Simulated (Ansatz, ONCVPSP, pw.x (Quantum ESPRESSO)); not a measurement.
What a changed setting does to a pw.x run (fcc Ta)

Potential: optimised norm-conserving Vanderbilt (ONCV), ONCVPSP 4.0.1.1 (patched build), PBEsol; core [Kr] 4d10 4f14 5s2, reference 5p6 5d3 6s2; waves: 6s: rc 2.45 bohr, ncon 3, nbas 8, qcut 2.4 1/bohr, 2 projectors, debl 3.9 Ha; 5p: rc 1.75 bohr, ncon 4, nbas 7, qcut 6.1 1/bohr, 2 projectors, debl 3.5 Ha; 5d: rc 2.35 bohr, ncon 3, nbas 7, qcut 5.4 1/bohr, 1 projector; local part: polynomial inside 1.70 bohr (lpopt 1, dvloc0 -1 Ha); core correction: Teter function, fcfact 5.75, rcfact 1.25.

The reference run (k-mesh 14³, cutoffs 50/200 Ry, Fermi–Dirac 0.01 Ry, mixing_beta 0.4, conv_thr 1e-9, no spin) gives -1.84 GPa at 18.281 Å³/atom, where all-electron LAPW gives -0.64 GPa. This run, with its own iteration cap, changes degauss to 0.02.

```
&control
  calculation='scf', prefix='x', pseudo_dir='./', outdir='./tmp', tstress=.true., disk_io='none'
/
&system
  ibrav=0, nat=1, ntyp=1, ecutwfc=50, ecutrho=200, nbnd=13,
  occupations='smearing', smearing='fd', degauss=0.02
/
&electrons
  conv_thr=1e-09, mixing_beta=0.4, electron_maxstep=60
/
ATOMIC_SPECIES
Ta 1.0 Ta.UPF
CELL_PARAMETERS angstrom
  0.00000000 2.09085212 2.09085212
  2.09085212 0.00000000 2.09085212
  2.09085212 2.09085212 0.00000000
ATOMIC_POSITIONS crystal
Ta 0.0000 0.0000 0.0000
K_POINTS automatic
14 14 14 0 0 0
```

```bash
pw.x < Ta.scf.in > Ta.scf.out
```

How does the run end?

It converges in 8 iterations; the free energy moves by -112.0 meV/atom and the pressure by +0.88 GPa. In a metal, with Fermi–Dirac smearing, F lies below its zero-width value by a term in the square of the width.

```
Message from routine setup:
     using ibrav=0 with symmetry is DISCOURAGED, use correct ibrav instead
     lattice parameter (alat)  =       5.5878  a.u.
     unit-cell volume          =     123.3663 (a.u.)^3
     number of electrons       =        11.00
     number of Kohn-Sham states=           13
     kinetic-energy cutoff     =      50.0000  Ry
     charge density cutoff     =     200.0000  Ry
     scf convergence threshold =      1.0E-09
     Exchange-correlation= PBESOL
     number of k points=   104  Fermi-Dirac smearing, width (Ry)=  0.0200
     iteration #  1     ecut=    50.00 Ry     beta= 0.40
     total energy              =     -86.43409830 Ry
     estimated scf accuracy    <       0.02601914 Ry
     iteration #  2     ecut=    50.00 Ry     beta= 0.40
     total energy              =     -86.43325269 Ry
     estimated scf accuracy    <       0.00510452 Ry
     iteration #  3     ecut=    50.00 Ry     beta= 0.40
     total energy              =     -86.43379747 Ry
     estimated scf accuracy    <       0.00018953 Ry
     [... 2 iterations left out ...]
     iteration #  6     ecut=    50.00 Ry     beta= 0.40
     total energy              =     -86.43381729 Ry
     estimated scf accuracy    <          1.2E-09 Ry
     iteration #  7     ecut=    50.00 Ry     beta= 0.40
     total energy              =     -86.43381729 Ry
     estimated scf accuracy    <          2.3E-09 Ry
     iteration #  8     ecut=    50.00 Ry     beta= 0.40
     the Fermi energy is    17.2121 ev
!    total energy              =     -86.43381729 Ry
     estimated scf accuracy    <          5.5E-12 Ry
     smearing contrib. (-TS)   =      -0.02170719 Ry
     The total energy is F=E-TS. E is the sum of the following terms:
     one-electron contribution =      -1.76783580 Ry
     hartree contribution      =       7.58153372 Ry
     xc contribution           =     -22.02219465 Ry
     ewald contribution        =     -70.20361337 Ry
     convergence has been achieved in   8 iterations
          total   stress  (Ry/bohr**3)                   (kbar)     P=       -9.57
     Message from routine punch:
     Nothing written, as per user request (disk_io='none')
```

The run took about 18 s on one core of a shared host (Neoverse-N1, 64 threads, 124 GiB, load 55).
